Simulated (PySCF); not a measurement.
C2H3, SMILES [CH]=C (connectivity only; charge and spin as stated), charge +1, multiplicity 1. Geometry: B3LYP-D3(BJ)/def2-TZVP. The multiplicity is an assumed one; other spin states were not compared. The isomer is the one that the SMILES or the coordinates give; other isomers of the formula were not compared.

Level of theory: B3LYP-D3(BJ)/def2-TZVP in PySCF 2.14.0.

Harmonic wavenumbers (cm⁻¹): 292, 657, 853, 1081, 1181, 1781, 3000, 3048, 3290. Rotational constants (GHz): 284.1, 33.18, 29.71; symmetry number 2.

Q: Work out the zero-point energy and the ideal-gas rigid-rotor harmonic-oscillator thermochemistry at 298.15 K and 1 atm.

A: ZPE = ½ Σ hcν = ½ × 15181 cm⁻¹ = 21.70 kcal/mol. H − E(el) = 24.49 kcal/mol. Entropy in cal/(mol K): translation 35.82, rotation 16.31, vibration 2.11, total 54.24. G − E(el) = 8.32 kcal/mol. Cp = 11.66 cal/(mol K).
